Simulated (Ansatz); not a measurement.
# C₂H₃N (SMILES C1=NC1): functionals against CCSD(T) at one geometry

The task here is to estimate one member of a computed series from the others.

Computed with Ansatz 0.2.0, Gaussian basis. Level: single points in def2-TZVPP.

Correlated methods freeze the cores.

## The system as given

SMILES `C1=NC1`, 6 atoms, charge 0, spin multiplicity 1.

Atoms are counted from 1 here; the program's logs count them from 0.

Bond lengths: C1–N2 1.253 Å, C1–C3 1.442 Å, C1–H4 1.039 Å, N2–C3 1.517 Å, C3–H5 1.057 Å, C3–H6 1.101 Å. Angles: N2–C1–C3 68.1°, N2–C1–H4 143.7°, C3–C1–H4 148.1°, C1–N2–C3 61.9°, C1–C3–N2 50.0°, C1–C3–H5 121.9°, C1–C3–H6 119.7°, N2–C3–H5 117.8°, N2–C3–H6 115.1°, H5–C3–H6 115.4°.

Geometry (Å):

```xyz
6
C2H3N
C    -0.5819   -0.5435   -0.2824
N     0.4432   -1.0801    0.1975
C     0.3834    0.4353    0.1527
H    -1.5176   -0.7394   -0.6899
H     1.0190    0.9344   -0.5279
H     0.2590    0.9264    1.1304
```

Set-up of the first run:

run/in.yaml

```yaml
crystal:
  periodic: [false, false, false]
  atoms:
    - {symbol: C, position_ang: [-0.581900, -0.543500, -0.282400]}
    - {symbol: N, position_ang: [0.443200, -1.080100, 0.197500]}
    - {symbol: C, position_ang: [0.383400, 0.435300, 0.152700]}
    - {symbol: H, position_ang: [-1.517600, -0.739400, -0.689900]}
    - {symbol: H, position_ang: [1.019000, 0.934400, -0.527900]}
    - {symbol: H, position_ang: [0.259000, 0.926400, 1.130400]}
basis:
  gaussian: {orbitals: def2-TZVPP}
correlation: {method: ccsd_t}
output: {forces: true}
```

The command line of these runs was not kept.

Among the steps run: CCSD(T)/def2-TZVPP; PBE0-D4/def2-TZVPP; wB97M-V/def2-TZVPP; r2SCAN-D4/def2-TZVPP; PBE-D4/def2-TZVPP; BHLYP-D4/def2-TZVPP; HSE06-D4/def2-TZVPP.

One of the session's tables, all rows but one given; the rest of the session is left out.

| method | RMS force component (eV/Å) | angle to CCSD(T) forces (°) | dipole (D) |
| --- | --- | --- | --- |
| CCSD(T) | 0.707 | reference | 2.17 |
| PBE0-D4 | 0.793 | 37.1 | 2.20 |
| wB97M-V | 0.752 | 35.2 | 2.23 |
| r2SCAN-D4 | ? | ? | ? |
| PBE-D4 | 0.780 | 13.4 | 2.10 |
| BHLYP-D4 | 0.929 | 56.2 | 2.32 |
| HSE06-D4 | 0.789 | 36.3 | 2.20 |

Q: Estimate the row for r2SCAN-D4 from the others.

As computed: RMS force component (eV/Å): 0.757; angle to CCSD(T) forces (°): 24.6; dipole (D): 2.18. In the column «RMS force component (eV/Å)» it lies between wB97M-V (0.752) and PBE-D4 (0.780).
